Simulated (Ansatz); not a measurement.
Species: SiH$_{4}$, net charge -1, doublet state. 
Geometry from a B3LYP-D3(BJ)/def2-TZVP (Ansatz, an electronic-structure program) optimisation:
```
Si
H 1 1.5191
H 1 1.5191 2 104.08
H 1 1.6296 2 94.09 3 95.26
H 1 1.6296 2 94.09 4 169.48
```
Charge -1, spin multiplicity 2.

Basis-set convergence of Hartree-Fock and CCSD correlation energies (hartree) with Ansatz. Cores are frozen in the correlated levels unless marked. UHF or UKS for open shells. Spin-orbit coupling is left out. No relativistic terms.

```
basis        functions       E(HF)  E(corr, CCSD)
-----------  ---------  ----------  -------------
def2-SVPD           56  -291.06974       -0.17045
def2-TZVPPD        116  -291.17545       -0.19500
def2-QZVPPD        208  -291.18587       -0.20270
```

Extrapolating the two largest sets (X = 3 and 4) as X^-3: E(corr) = (64·(-0.20270) - 27·(-0.19500))/37 = -0.2083 Eh, an estimate of the basis-set limit. The largest set recovers 97.3 % of it, the smallest 81.8 %.
